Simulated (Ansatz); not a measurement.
in.yaml

```yaml
crystal:
  periodic: [false, false, false]
  atoms:
    - {symbol: Ge, position_ang: [0.000000, 0.089224, 0.265686]}
    - {symbol: N, position_ang: [0.000000, -0.440116, -1.363252]}
    - {symbol: H, position_ang: [0.000000, 1.082051, 1.496018]}
    - {symbol: H, position_ang: [0.000000, -1.396246, -1.699202]}
basis:
  gaussian: {orbitals: STO-3G}
magnetization: {spin_polarized: false, initial_magnetization: 1}
hamiltonian: {xc: hf}
accuracy: high
output: {forces: true, orbitals: {seedname: orbitals}}
```

```sh
$ ansatz run in.yaml --threads 1 --pin off --events-out ev --progress --plain --max-ram 2393MiB
```

The program prints:

```
349 factors; integrals over basis functions are off by at most 4.5e-9 eV
mean field evaluation 1: about -57316.8048 eV, gradient 2.5e1 eV
mean field evaluation 2: about -57316.8559 eV, gradient 2.5e1 eV
mean field evaluation 4: about -57319.8359 eV, gradient 1.8e0 eV
mean field evaluation 8: about -57319.9374 eV, gradient 1.3e-1 eV
mean field evaluation 16: about -57319.9354 eV, gradient 2.3e-8 eV
mean field evaluation 32: about -57318.8673 eV, gradient 2.0e0 eV
mean field evaluation 64: about -57316.8043 eV, gradient 2.5e1 eV
mean field -57319.93542153 eV, -2106.4687738934 hartree, gradient 2.3e-8 eV, S^2 0.750000; 0 other end points of the search recorded, 0 dependent functions left out
the calculation of the forces begins
reference -57319.93542153 eV, -2106.4687738934 hartree; 21, 20 occupied and 4, 5 virtual orbitals, 349 factors
Total energy: -57319.93542153 eV, -2106.4687738934 hartree
Atom 0 at     0.000000     0.089224     0.265686 Å, force    -0.000000    -4.275190    -2.093743 eV/Å
Atom 1 at     0.000000    -0.440116    -1.363252 Å, force     0.000000     6.069639     4.489518 eV/Å
Atom 2 at     0.000000     1.082051     1.496018 Å, force    -0.000000    -0.340920    -3.483384 eV/Å
Atom 3 at     0.000000    -1.396246    -1.699202 Å, force    -0.000000    -1.453529     1.087609 eV/Å
Dipole moment:     0.000000     0.099384     0.383993 e Å
```

Forces (eV/Å):
```
Ge   0.000 -4.275 -2.094
N    0.000  6.070  4.490
H    0.000 -0.341 -3.483
H    0.000 -1.454  1.088
```

Ran on 1 thread of Arm Neoverse V2, shared host: 0.33 s wall, 0.21 GiB peak host memory.
